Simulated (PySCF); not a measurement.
C₄H₇O (doublet state).
Cartesian coordinates in Å at the GFN2-xTB level; atoms count from 1:
```
atom  x, y, z in Å
C1     2.068    0.192    0.261
C2     0.800   -0.441    0.069
O3     0.276   -0.561   -1.244
C4    -0.403    0.321   -0.412
C5    -1.784   -0.043    0.062
H6     2.686   -0.081    1.091
H7     2.419    0.922   -0.442
H8     0.580   -1.291    0.711
H9    -0.254    1.373   -0.649
H10   -1.861   -1.117    0.214
H11   -2.004    0.470    0.995
H12   -2.520    0.254   -0.683
```

The hyperfine couplings belong to this conformer and change with its torsions.

As a line formula: `[CH2][C@@H]1O[C@H]1C` [radical].

Theory: UKS B3LYP, pcH-1 on C H O, non-relativistic, mean-field spin-orbit, GIAO (PySCF 2.14.0). Isolated species at its GFN2-xTB geometry (one conformer only). Couplings are sensitive to structure, and on GFN2-xTB geometries they can be far from those on DFT ones. No stability test was run, so a lower SCF solution isn't excluded.

Question: Predict the first-order ENDOR lines of H6, H7, H8, H9 and H10/H11/H12 under fast tumbling at B = 334.3 mT (X band).

Answer: For S = 1/2 in fast tumbling each set of equivalent nuclei gives two lines, ν± = |νn ± a/2| to first order, with νn = g_N μN B/h and μN/h = 7.62259 MHz/T.

```json
{"nuclei": "H6", "isotope": "1H", "g_N": "5.5857", "νn (MHz)": "14.23", "a_iso (MHz)": "-59.17", "lower line (MHz)": "15.35", "upper line (MHz)": "43.82"}
{"nuclei": "H7", "isotope": "1H", "g_N": "5.5857", "νn (MHz)": "14.23", "a_iso (MHz)": "-58.29", "lower line (MHz)": "14.91", "upper line (MHz)": "43.38"}
{"nuclei": "H8", "isotope": "1H", "g_N": "5.5857", "νn (MHz)": "14.23", "a_iso (MHz)": "15.06", "lower line (MHz)": "6.70", "upper line (MHz)": "21.77"}
{"nuclei": "H9", "isotope": "1H", "g_N": "5.5857", "νn (MHz)": "14.23", "a_iso (MHz)": "-8.30", "lower line (MHz)": "10.08", "upper line (MHz)": "18.38"}
{"nuclei": "H10/H11/H12", "isotope": "1H", "g_N": "5.5857", "νn (MHz)": "14.23", "a_iso (MHz)": "6.37", "lower line (MHz)": "11.05", "upper line (MHz)": "17.42"}
```

Question: Which pairs are centred on the nuclear Larmor frequency, and which on half the coupling?

Answer: Centred on νn, since |a| < 2νn: H8, H9 and H10/H11/H12. Centred on |a|/2 and split by 2νn: H6 and H7.

Nuclei that the bonding pattern makes equivalent are averaged, as if the motion that swaps them (rotation, inversion, ring flip) were fast. H6 and H7 aren't averaged: C1 is flat or nearly so (angle sum 360°), and its turn about the short C1–C2 bond (1.43 Å) is taken as slow. The three 1H nuclei of mean +6.4 MHz run from 0.6 to 16.6 MHz in the frozen geometry.

The largest Mulliken spin populations are on C1 (+1.00), C4 (+0.12), C2 (-0.12) and O3 (+0.07). No atom but C1 exceeds +0.15. The positive populations add up to 1.21 and the negative ones to -0.21, together 2S = 1. The angles at C1 add up to 360.0°, so it is planar; its axial dipolar tensor and the negative couplings of its protons fit spin in a p orbital normal to that plane.
